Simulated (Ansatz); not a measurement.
**AlSiH (singlet): wave-function methods side by side at distance Si1–Al2 = 6.491 Å, 6-31G**

How much of the correlation energy of AlSiH (singlet) does each wave-function method recover here?

Program: Ansatz 0.2.0, Gaussian basis. Level of theory: 6-31G, core rule «outside noble gas», up to 10 orbitals frozen. These are calculated values, not measurements.

Plan: UHF; CCSD(T) on RHF; CCSD(T) on UHF; BCCD(T) on RHF; CISD; CCSDT(Q) on UHF; CISDTQ; CCSDTQ on RHF; CASSCF and MRCISD+Q, 2 electrons in 2 orbitals; CASSCF and NEVPT2, 2 electrons in 2 orbitals; CASSCF and MRCISD+Q, 8 electrons in 9 orbitals; CASSCF and NEVPT2, 8 electrons in 9 orbitals; Full CI.

24 further runs of the same task are left out: 3 for a known fault of the program, 1 for a mislabelled method, 16 that didn't finish, 4 set aside as unsound or not needed.

### Step 1. The geometry

The geometry derives from a PBE0/def2-TZVP stationary point (not a proven minimum). One bond is set to the value named and the two fragments are kept rigid.

3 atoms, charge 0, spin multiplicity 1.

Atoms are counted from 1 here; the program's logs count them from 0.

Bond lengths: Al2–H3 1.595 Å.

### Step 2. UHF

in.yaml

```yaml
crystal:
  periodic: [false, false, false]
  atoms:
    - {symbol: Si, position_ang: [0.000000, 0.000000, -4.858935]}
    - {symbol: Al, position_ang: [0.000000, 0.000000, 1.632065]}
    - {symbol: H, position_ang: [0.000000, 0.000000, 3.226871]}
basis:
  gaussian: {orbitals: 6-31G}
magnetization: {spin_polarized: true, initial_magnetization: 0}
hamiltonian: {xc: hf}
output: {orbitals: {seedname: orbitals}}
```

Launch:

```sh
> ansatz run in.yaml --threads 1 --pin off --events-out ev --progress --plain --max-ram 2393MiB
```

After this run come: CCSD(T) on RHF; CCSD(T) on UHF; BCCD(T) on RHF; CISD; CCSDT(Q) on UHF; CISDTQ; CCSDTQ on RHF; CASSCF and MRCISD+Q, 2 electrons in 2 orbitals; CASSCF and NEVPT2, 2 electrons in 2 orbitals; CASSCF and MRCISD+Q, 8 electrons in 9 orbitals; CASSCF and NEVPT2, 8 electrons in 9 orbitals; Full CI.

Q: Predict the results of all the runs planned. Wanted: FCI below the RHF energy; RMP2 from FCI; RCCSD from FCI; RCCSD(T) from FCI; NEVPT2 pair from FCI; MRCISD+Q pair from FCI; NEVPT2 valence from FCI; T1 diagnostic; effectively unpaired electrons.

The runs gave:

| quantity | value |
| --- | --- |
| FCI below the RHF energy | -2.4705 eV |
| RMP2 from FCI | +1053.7 meV |
| RCCSD from FCI | +114.6 meV |
| RCCSD(T) from FCI | +79.6 meV |
| NEVPT2 pair from FCI | +737.2 meV |
| MRCISD+Q pair from FCI | -38.0 meV |
| NEVPT2 valence from FCI | +234.9 meV |
| levels within 1 kcal/mol (43 meV) | RCCSDTQ, MRCISD+Q pair, MRCISD valence, MRCISD+Q valence |
| T1 diagnostic | 0.010 |
| effectively unpaired electrons | 2.06 |

In words: RCCSD(T) lands +79.6 meV from the yardstick (3.2 % of the correlation energy). MRCISD+Q pair falls below full CI: the +Q correction isn't variational, and the cores differ from full CI's. The occupations show strong static correlation (2.1 unpaired electrons where one determinant has 0). Coupled cluster on one determinant still stays close here. Of the multireference levels listed MRCISD+Q valence comes nearest in total energy (+5.0 meV), which doesn't show that its space is the better one. These misses are within one basis, not against nature.
